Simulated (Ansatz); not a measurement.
A nudged elastic band was laid between two geometries of AlClFH3 (6 atoms, charge 0, multiplicity 1).

The calculation used RKS PBE-D4/6-31G* in Ansatz.

```json
{
  "movable images": "9",
  "climbing image": "yes",
  "spring": "5.0 eV/Å²",
  "optimiser": "quadratic models (default)",
  "start path": "through a guess of the saddle point",
  "force threshold": "0.03 eV/Å",
  "iteration limit": "60",
  "end points": "relaxed"
}
```

First end point:

```xyz
6
Properties=species:S:1:pos:R:3
Al 0.010 -0.096 0.069
Cl 0.007 0.255 2.266
H 1.428 0.153 -0.610
H -1.424 0.074 -0.602
F 0.065 -2.005 0.672
H 0.059 -1.678 1.615
```

Last end point:

```xyz
6
Properties=species:S:1:pos:R:3
Al 0.013 -0.368 -0.165
Cl 0.024 -0.014 2.410
H 1.426 0.218 -0.610
H -1.429 0.135 -0.619
F 0.058 -1.987 0.448
H 0.054 -1.280 1.946
```

Which bonds break or form, and what moves?

Bonds broken: F5–H6. Bonds formed: Cl2–H6.

Give the energies along the band, and the barrier.

It converged. The highest image is number 7 of 0 to 10, 0.125 eV above the first end and 0.015 eV above the last; the last end lies 0.110 eV above the first. A vibrational analysis at the climbing image gives one clearly imaginary mode, 260i cm⁻¹: a first-order saddle point. The orbitals stay closed-shell, which can raise the energy where a bond breaks towards radicals; this wasn't checked here.

| image | path coordinate (Å) | energy (eV) | F5–H6 (Å) | Cl2–H6 (Å) |
| --- | --- | --- | --- | --- |
| 0 | 0.00 | 0.000 | 1.00 | 2.04 |
| 1 | 0.08 | 0.004 | 1.01 | 1.94 |
| 2 | 0.16 | 0.017 | 1.03 | 1.85 |
| 3 | 0.24 | 0.039 | 1.07 | 1.76 |
| 4 | 0.32 | 0.070 | 1.11 | 1.67 |
| 5 | 0.40 | 0.100 | 1.18 | 1.59 |
| 6 | 0.48 | 0.120 | 1.26 | 1.52 |
| 7 | 0.56 | 0.125 | 1.34 | 1.46 |
| 8 | 0.65 | 0.119 | 1.45 | 1.41 |
| 9 | 0.75 | 0.112 | 1.55 | 1.37 |
| 10 | 0.84 | 0.110 | 1.66 | 1.35 |

What is the geometry of the highest image?


```xyz
6
Properties=species:S:1:pos:R:3
Al 0.015 -0.297 -0.073
Cl 0.016 0.007 2.349
H 1.432 0.186 -0.610
H -1.430 0.110 -0.600
F 0.063 -1.970 0.581
H 0.049 -1.332 1.763
```

What are the harmonic wavenumbers there?

260i, 310, 367, 512, 528, 626, 721, 733, 967, 1507, 1921, 1942 cm⁻¹.

Time of the run: 76 s on 1 thread of Arm Neoverse V1 (shared host), peak memory 0.11 GiB.
